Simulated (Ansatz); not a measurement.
# Worked example: correlation energy of [Cl···H···CH2], triplet

Geometry: a point of a hydrogen-transfer path between rigid fragments, not a stationary point.

```yaml
atoms:
  - { symbol: Cl, position_ang: [-0.8737, 0.0000, 0.0000] }
  - { symbol: H, position_ang: [0.4933, 0.0000, 0.0000] }
  - { symbol: C, position_ang: [2.1133, 0.0000, 0.0000] }
  - { symbol: H, position_ang: [2.5278, 0.0000, 0.9962] }
  - { symbol: H, position_ang: [2.5278, 0.0000, -0.9962] }
```

Basis cc-pVDZ; Ansatz 0.2.0. Only valence electrons are correlated (noble-gas cores frozen), which leaves 14 electrons in 41 orbitals. R marks a restricted (for open shells ROHF) determinant, U an unrestricted one.

Full CI isn't at hand for all of this; UCCSDT(Q) serves as the reference, and is uncertain by about the last step of the cluster series.

Runs differ by some tens of microhartree through their thresholds and, for an open shell, their frozen cores, so steps under 0.03 kcal/mol mean nothing.

| level | total energy (hartree) |
| --- | --- |
| UHF | -499.004315 |
| UMP2 | -499.252020 |
| UCCSD | -499.288159 |
| UCCSD(T) | -499.293310 |
| UCCSDT | -499.294040 |
| UCCSDT(Q) | -499.294442 |

Task: What is the correlation energy at UCCSDT(Q), and what share of it do UMP2 and UCCSDT recover?

Result: E(corr) = -499.294442 − (-499.004315) = -0.290127 hartree = -7.895 eV. UMP2: -0.247705 / -0.290127 = 85.38 %. UCCSDT: -0.289725 / -0.290127 = 99.86 %.

Task: By how many kcal/mol does UCCSD(T) miss UCCSDT(Q) (1 hartree = 627.509 kcal/mol), and which steps make up the rest?

Result: -499.293310 − (-499.294442) = 0.001132 hartree = 0.71 kcal/mol. Steps: UCCSDT − UCCSD(T) = -0.46, UCCSDT(Q) − UCCSDT = -0.25 kcal/mol. That is within 1 kcal/mol of the reference in this basis, which itself misses far more of the correlation at the basis-set limit.
